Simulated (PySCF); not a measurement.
Isomers of C4H5P. Computed with PBE0-D3(BJ)/def2-SVP geometry optimisation, gas phase (PySCF). Energies are electronic, without zero-point or thermal terms, for one conformer each. No frequencies were run at this level. Point groups hold within 0.08 Å.

Problem. Order them by energy at this level, lowest first, and give relative energies in kcal/mol.
A. `c1cc[pH]c1`
B. `[CH2:1]=[CH:2][P:3]1[CH:4]=[CH:5]1` with C1–C2–P3–C4 -159°

Solution. A (0.0), B (44.1).

As drawn, the higher has a three-membered ring, which the lower lacks.

| SMILES | E (Eh) | E rel (kcal/mol) | dipole (D) | point group | A, B, C (MHz) |
| --- | --- | --- | --- | --- | --- |
| c1cc[pH]c1 | -496.21783 | 0.0 | 0.74 | Cs | 7360, 5059, 3065 |
| C=CP1C=C1 | -496.14757 | 44.1 | 1.43 | Cs | 12672, 2587, 2463 |

Problem. How do the relative energies change in single points at PBE0/pcSseg-1 (no added dispersion term) on the same geometries?

Solution. 
```csv
SMILES,PBE0-D3(BJ)/def2-SVP (kcal/mol),PBE0/pcSseg-1 (kcal/mol),shift
c1cc[pH]c1,0.0,0.0,0.0
C=CP1C=C1,44.1,42.3,-1.8
```

Each column counts from its own lowest isomer. The order is unchanged; the largest shift is 1.8 kcal/mol.
